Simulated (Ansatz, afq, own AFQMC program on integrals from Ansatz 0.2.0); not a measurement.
# Where AFQMC and coupled cluster stand for CH3N, singlet

```xyz
5

N     0.0000   -0.1329   -0.6916
C     0.0000    0.0704    0.6936
H     0.0000   -0.7995    1.3531
H     0.0000    1.0507    1.1842
H     0.0000    0.7568   -1.1919
```

Connectivity, by distances: NH–CH2.

Basis cc-pVDZ. Only valence electrons are correlated. Ansatz 0.2.0 and our own AFQMC program on the same integrals; the CISD trial comes from CCSD amplitudes, and released means the phaseless constraint is let go. Uncertainties: one standard error, sampling alone.

Determinant: RHF, the one that the program's search chose, which needn't be the lowest solution. The geometry is a point of a scan.

No full CI on the walks' own integrals is used here; CCSDT(Q) serves as the reference and is uncertain by about the last step of the cluster series.

Cautions: higher spins were not checked; restricted determinant unstable towards unrestricted (UHF 247 meV lower, ⟨S²⟩ 0.45); the ph-AFQMC/CISD walk drifts between its halves (2.7 errors).

```
T1 diagnostic                               : 0.0147
weight of the determinant in the CISD state : 0.868
size of the correlated space                : 12 electrons in 41 orbitals
```

Reference: CCSDT(Q), correlation energy -9.554 eV. The released energy is read at 2.40 1/Eh (meV from the phaseless value at times in 1/Eh: 25 ± 18 at 0.24, -4 ± 15 at 0.51, -24 ± 18 at 0.99, -4 ± 22 at 1.62, -63 ± 36 at 2.40).

```csv
level,E − E(reference) (meV),share of correlation (%)
HF,9554.3,0.00
MP2,995.7,89.58
CCSD,393.7,95.88
CCSD(T),46.7,99.51
CCSDT,34.7,99.64
ph-AFQMC/CISD,21.0 ± 19.8,99.78
released AFQMC,-42.3 ± 36.3,100.44
```

A walk keeps the symmetry of its determinant, which the program's search chose and which needn't be the lowest solution, so a lower state of the same spin and another symmetry isn't excluded. Released energies are given only where the last usable release times agree within the noise; a slower fall can still hide under it.
